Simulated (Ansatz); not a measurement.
# C₅H₇F: small, medium and large basis sets

An exercise on one series of results from a longer session: the logs are not shown, and one member is left open.

Method: one geometry, several basis sets; program: Ansatz 0.2.0, Gaussian basis.

The runs, in order: PBE0-D4/def2-SVP; ωB97M-V/def2-SVP; PBE0-D4/def2-QZVPP; ωB97M-V/def2-QZVPP; the functionals' def2-TZVPP values are taken from earlier runs.

### The geometry

An earlier PBE0-D4 in a triple-zeta def2 set relaxation fixed the geometry.

SMILES `FC1C=CCC1`, 13 atoms, charge 0, spin multiplicity 1.

Atoms are counted from 1 here; the program's logs count them from 0.

Bond lengths: F1–C2 1.402 Å, C2–C3 1.495 Å, C2–C6 1.526 Å, C2–H7 1.093 Å, C3–C4 1.328 Å, C3–H8 1.083 Å, C4–C5 1.497 Å, C4–H9 1.084 Å, C5–C6 1.535 Å, C5–H10 1.096 Å, C5–H11 1.094 Å, C6–H12 1.092 Å, C6–H13 1.091 Å. Angles: F1–C2–C3 109.3°, F1–C2–C6 110.7°, F1–C2–H7 105.4°, C3–C2–C6 104.0°, C3–C2–H7 114.3°, C6–C2–H7 113.2°, C2–C3–C4 111.2°, C2–C3–H8 122.7°, C4–C3–H8 126.0°, C3–C4–C5 112.6°, C3–C4–H9 124.7°, C5–C4–H9 122.6°, C4–C5–C6 103.1°, C4–C5–H10 110.4°, C4–C5–H11 112.3°, C6–C5–H10 112.7°, C6–C5–H11 112.2°, H10–C5–H11 106.3° and more.

Set-up of the first run:

Contents of in.yaml:

```yaml
crystal:
  periodic: [false, false, false]
  atoms:
    - {symbol: F, position_ang: [-0.345815, 2.079118, 0.706289]}
    - {symbol: C, position_ang: [-0.429951, 0.694675, 0.908446]}
    - {symbol: C, position_ang: [-1.344733, 0.100964, -0.113950]}
    - {symbol: C, position_ang: [-0.664319, -0.569871, -1.036674]}
    - {symbol: C, position_ang: [0.809330, -0.577426, -0.772879]}
    - {symbol: C, position_ang: [0.914573, 0.026021, 0.634892]}
    - {symbol: H, position_ang: [-0.768785, 0.572966, 1.940940]}
    - {symbol: H, position_ang: [-2.414021, 0.270869, -0.109962]}
    - {symbol: H, position_ang: [-1.105132, -1.044829, -1.906181]}
    - {symbol: H, position_ang: [1.334953, 0.017943, -1.527909]}
    - {symbol: H, position_ang: [1.234557, -1.583662, -0.824129]}
    - {symbol: H, position_ang: [1.073436, -0.766984, 1.368951]}
    - {symbol: H, position_ang: [1.726209, 0.745718, 0.747064]}
basis:
  gaussian: {orbitals: def2-SVP}
hamiltonian: {xc: pbe0, dispersion: d4}
output: {orbitals: {seedname: orbitals}}
```

Steps of the session up to this table: PBE0-D4 in def2-SVP; ωB97M-V in def2-SVP; PBE0-D4 in def2-QZVPP; ωB97M-V in def2-QZVPP.

One table of the session follows, with a row left open; its other results are not shown here.

It belongs to the step «Density functionals: the series». 

| functional | basis | HOMO (eV) | LUMO (eV) |
| --- | --- | --- | --- |
| PBE0-D4 | def2-SVP | -7.55 | 0.16 |
| PBE0-D4 | def2-TZVPP | -7.59 | -0.02 |
| PBE0-D4 | def2-QZVPP | ? | ? |
| ωB97M-V | def2-SVP | -9.79 | 2.38 |
| ωB97M-V | def2-TZVPP | -9.83 | 2.10 |
| ωB97M-V | def2-QZVPP | -9.85 | 1.90 |

**Question.** Estimate the row for PBE0-D4, def2-QZVPP.

**Answer.** HOMO (eV): -7.61; LUMO (eV): -0.09. In the column «HOMO (eV)» it lies between ωB97M-V, def2-SVP (-9.79) and PBE0-D4, def2-TZVPP (-7.59).
